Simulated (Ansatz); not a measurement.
A nudged elastic band was laid between two geometries of C2H2OS (6 atoms, charge 0, multiplicity 1).

These are results of Ansatz 0.2.0, RKS PBE0/def2-SVP, not measurements.

```
movable images  : 5
climbing image  : yes
spring          : 5.0 eV/Å²
optimiser       : quadratic models (default)
start path      : IDPP
force threshold : 0.05 eV/Å
iteration limit : 60
end points      : relaxed
```

Image 0:

```xyz
6
Properties=species:S:1:pos:R:3
C 1.514 0.619 -0.124
C 0.604 -0.113 0.193
O -0.344 -0.905 0.588
S -1.756 -0.980 -0.392
H 2.329 1.258 -0.403
H -2.346 0.120 0.139
```

Image 6:

```xyz
6
Properties=species:S:1:pos:R:3
C 1.495 0.603 -0.300
C 0.555 -0.160 -0.285
O -0.437 -0.994 -0.326
S -1.624 -0.856 0.912
H 2.336 1.269 -0.316
H -2.325 0.139 0.314
```

(1) Which bonds break or form, and what moves?

(2) What energy profile does the band end with?

(3) What is the geometry of the highest image?

(4) What are the harmonic wavenumbers there?

## Answers

(1) No bond is made or broken. The dihedral C2–O3–S4–H6 goes from -83 to 83°. The two ends are copies of one structure, up to a mirror image or an exchange of like atoms.

(2) It converged. The highest image is number 3 of 0 to 6, 2.7 kcal/mol above the ends, which have the same energy within 2 meV. A vibrational analysis at the climbing image gives one clearly imaginary mode, 249i cm⁻¹: a first-order saddle point.

```json
{"image": "0", "path coordinate (Å)": "0.00", "energy (kcal/mol)": "0.0", "dihedral C2–O3–S4–H6 (°)": "-83"}
{"image": "1", "path coordinate (Å)": "0.39", "energy (kcal/mol)": "0.4", "dihedral C2–O3–S4–H6 (°)": "-62"}
{"image": "2", "path coordinate (Å)": "0.77", "energy (kcal/mol)": "1.6", "dihedral C2–O3–S4–H6 (°)": "-35"}
{"image": "3", "path coordinate (Å)": "1.16", "energy (kcal/mol)": "2.7", "dihedral C2–O3–S4–H6 (°)": "0"}
{"image": "4", "path coordinate (Å)": "1.54", "energy (kcal/mol)": "1.6", "dihedral C2–O3–S4–H6 (°)": "35"}
{"image": "5", "path coordinate (Å)": "1.93", "energy (kcal/mol)": "0.4", "dihedral C2–O3–S4–H6 (°)": "62"}
{"image": "6", "path coordinate (Å)": "2.31", "energy (kcal/mol)": "0.0", "dihedral C2–O3–S4–H6 (°)": "83"}
```

(3) 
```xyz
6
Properties=species:S:1:pos:R:3
C 1.332 0.685 -0.063
C 0.585 -0.269 -0.015
O -0.199 -1.289 0.035
S -1.909 -0.995 0.091
H 2.013 1.512 -0.105
H -1.823 0.356 0.058
```

(4) 249i, 189, 458, 522, 559, 647, 692, 998, 1160, 2278, 2687, 3505 cm⁻¹.

Time of the run: 78 s on 1 thread of Arm Neoverse V1 (shared host), peak memory 0.13 GiB.
